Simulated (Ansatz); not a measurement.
## Zinc-blende InAs: LA phonon frequency at X by level of theory

No measured value is used here.

| level (code) | value (cm⁻¹) | cell (Å³/atom) |
|---|---|---|
| LDA (Ansatz) | 168 | 27.35 |
| PBE (Ansatz) | 158 | 29.59 |
| PBEsol (Ansatz) | 164 | 28.20 |
| r²SCAN (Ansatz) | 168 | 28.49 |
| HSE06 (Ansatz) | 170 | 28.49 |
| LC-ωPBE (Ansatz) | (withheld) | 26.81 |
| PBE0 (Ansatz) | 171 | 28.39 |
| r²SCANh (Ansatz) | 171 | 28.24 |
| Hartree–Fock (Ansatz) | (withheld) | 29.43 |

What belongs in the gaps?


- LC-ωPBE (Ansatz, an electronic-structure program), value (cm⁻¹): 186
- Hartree–Fock (Ansatz), value (cm⁻¹): 180

LDA, PBE, PBEsol: the solid has no gap at this level, which affects its response. Each level is taken at its own relaxed cell. Cutoffs and k meshes differ between the levels. Ansatz's density-functional and Hartree–Fock values are scalar-relativistic unless marked +SOC, with PAW data made under PBE.
